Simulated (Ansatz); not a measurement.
# H2F+ (singlet): from a generated start to a stationary point

Where does this start of H2F+ (singlet) end when it is relaxed?

The runs use Ansatz 0.2.0, Gaussian basis; RKS PBE0/def2-TZVP.

### Step 1. The starting structure

3 atoms, charge 1, spin multiplicity 1.

Atoms are counted from 1 here; the program's logs count them from 0.

Bond lengths: F1–H2 0.968 Å, F1–H3 0.968 Å. Angles: H2–F1–H3 180.0°.

Coordinates:

```xyz
3
FH2
F     0.0000    0.0000    0.0000
H     0.0000    0.0000    0.9681
H     0.0000    0.0000   -0.9681
```

The start was built by rule and, where that kept it together, relaxed with GFN2-xTB. Sticks and bond lists go by distance. 

### Step 2. Relaxation

in.yaml

```yaml
crystal:
  periodic: [false, false, false]
  atoms:
    - {symbol: F, position_ang: [0.000000, 0.000000, 0.000000]}
    - {symbol: H, position_ang: [0.000000, 0.000000, 0.968121]}
    - {symbol: H, position_ang: [0.000000, 0.000000, -0.968121]}
basis:
  gaussian: {orbitals: def2-TZVP}
total_charge: 1
hamiltonian: {xc: pbe0}
relax: {f_tol: 0.004, max_steps: 80}
```

Started as:

```sh
$ ansatz run in.yaml --threads 1 --pin off --events-out ev --progress --plain --max-ram 2176MiB
```

**Question.** What will these runs give? Wanted: energy gained; shift from the start; total energy.

**Answer**, as computed:

| quantity | value |
| --- | --- |
| steps | 3 |
| energy gained | 0.002 eV |
| shift from the start (rms) | 0.005 Å |
| total energy | -2736.4132 eV |

**Reading.** The bonds of the start are those of the end. F1–H3 went from 0.968 to 0.962 Å. No vibrations were run, so this is a stationary point, not a proven minimum, and this spin need not be the ground state's.
